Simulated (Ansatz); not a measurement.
The inner images of a band of CH₇Si₂ (10 atoms, charge -1, multiplicity 1) are given out of order.

Level of theory: RKS B3LYP-D4/cc-pVDZ in Ansatz.

Initial state:

```xyz
10
Properties=species:S:1:pos:R:3
Si -1.124 0.861 -0.737
C -0.070 -0.574 -0.478
Si 1.121 -0.741 0.860
H -2.538 0.547 -1.237
H -0.741 1.960 -1.749
H -1.331 1.656 0.537
H 0.040 -1.267 -1.327
H 1.243 -2.150 1.448
H 0.783 0.145 2.042
H 2.617 -0.436 0.640
```

Final state:

```xyz
10
Properties=species:S:1:pos:R:3
Si -0.983 0.919 -0.857
C -0.356 -0.634 -0.197
Si 1.045 -0.774 0.923
H -2.505 0.992 -1.010
H -0.568 1.419 -2.256
H -0.624 2.100 0.024
H -0.669 -1.555 -0.715
H 2.458 -1.104 0.398
H 0.916 -1.866 1.989
H 1.285 0.504 1.702
```

Q: Put them in order from the first end to the last, with their energies above the first end.
A.
```xyz
10
Properties=species:S:1:pos:R:3
Si -1.098 0.881 -0.785
C -0.125 -0.587 -0.423
Si 1.088 -0.739 0.900
H -2.604 0.683 -1.002
H -0.778 1.724 -2.033
H -1.024 1.899 0.338
H -0.061 -1.360 -1.204
H 1.593 -2.169 1.036
H 0.590 -0.373 2.294
H 2.418 0.041 0.880
```
B.
```xyz
10
Properties=species:S:1:pos:R:3
Si -1.109 0.872 -0.759
C -0.125 -0.600 -0.433
Si 1.103 -0.741 0.877
H -2.573 0.624 -1.139
H -0.721 1.844 -1.890
H -1.181 1.784 0.450
H -0.023 -1.322 -1.259
H 1.426 -2.189 1.237
H 0.669 -0.093 2.181
H 2.535 -0.179 0.734
```
C.
```xyz
10
Properties=species:S:1:pos:R:3
Si -1.076 0.895 -0.815
C -0.069 -0.548 -0.456
Si 1.076 -0.740 0.919
H -2.604 0.732 -0.854
H -0.873 1.619 -2.156
H -0.868 1.996 0.210
H -0.139 -1.414 -1.129
H 1.756 -2.101 0.881
H 0.539 -0.668 2.354
H 2.258 0.229 1.045
```
D.
```xyz
10
Properties=species:S:1:pos:R:3
Si -0.989 0.916 -0.855
C -0.110 -0.594 -0.437
Si 1.024 -0.778 0.946
H -2.504 1.023 -0.591
H -0.973 1.325 -2.334
H -0.437 2.124 -0.125
H -0.387 -1.510 -0.981
H 2.390 -1.409 0.641
H 0.618 -1.648 2.150
H 1.366 0.552 1.586
```
E.
```xyz
10
Properties=species:S:1:pos:R:3
Si -1.023 0.908 -0.838
C -0.013 -0.545 -0.513
Si 1.040 -0.759 0.932
H -2.549 0.850 -0.643
H -0.979 1.465 -2.266
H -0.618 2.083 0.029
H -0.252 -1.469 -1.061
H 2.090 -1.850 0.738
H 0.476 -1.169 2.310
H 1.828 0.484 1.312
```

A: B (+1.1 kJ/mol), A (+3.7 kJ/mol), C (+5.2 kJ/mol), E (+1.9 kJ/mol), D (+0.1 kJ/mol).

Run time: 5.6 min on 1 thread of Arm Neoverse V1, with other jobs on the host, peak memory 0.26 GiB.
